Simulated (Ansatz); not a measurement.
The reference is MgSe in the rock salt structure (space group Fm-3m, No. 225; a = 5.508 Å).

Calculations: PBE (Ansatz, an electronic-structure program), without spin-orbit coupling.

The change: full substitution Se → O, then cell and atoms are relaxed.

Measured lattice parameter a: MgSe 5.46 Å (room temperature; as listed in M J Lucero, T M Henderson, G E Scuseria, Journal of Physics Condensed Matter (2012)); MgO 4.189 Å (static lattice; corrected from measurement; as listed in Daniel Mejia-Rodriguez, S. B. Trickey, Phys. Rev. B (2018)).

**Question.** How well does PBE reproduce the measured shift?

**Answer.** With PBE the lattice parameter a moves by -1.255 Å (5.508 → 4.254) against -1.271 Å measured. The two measured values stand on different bases (one corrected, one not), which blurs small differences.

No phonon test of stability was made.
